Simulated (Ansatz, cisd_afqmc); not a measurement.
System: Cl, charge 0, doublet.

Total energies in aug-cc-pV(Q+d)Z, 7 correlated electrons, 5 frozen orbitals. UHF or UKS for unpaired electrons; spin-orbit terms are left out. Correlated methods leave the cores frozen. No relativity. AFQMC is phaseless with a CISD trial state; ± is one standard error, without the phaseless bias. Outlying blocks are dropped, and bars are widened where a walk drifts. Over all cases where full CI ran beside it in this data, AFQMC minus full CI had a median of +0.1 mEh and passed +0.4 mEh in a tenth of the cases.

```tsv
method	program	energy (Eh)	minus CCSDT(Q) (mEh)
HF	Ansatz	-459.48924	207.63
MP2	Ansatz	-459.66628	30.59
CCSD	Ansatz	-459.68843	8.44
CCSD(T)	Ansatz	-459.69589	0.98
CCSDT(Q)	Ansatz	-459.69687	0.00
AFQMC/CISD	cisd_afqmc	-459.6963 ± 0.0001	0.6 ± 0.1
```

Ansatz is an electronic-structure program.
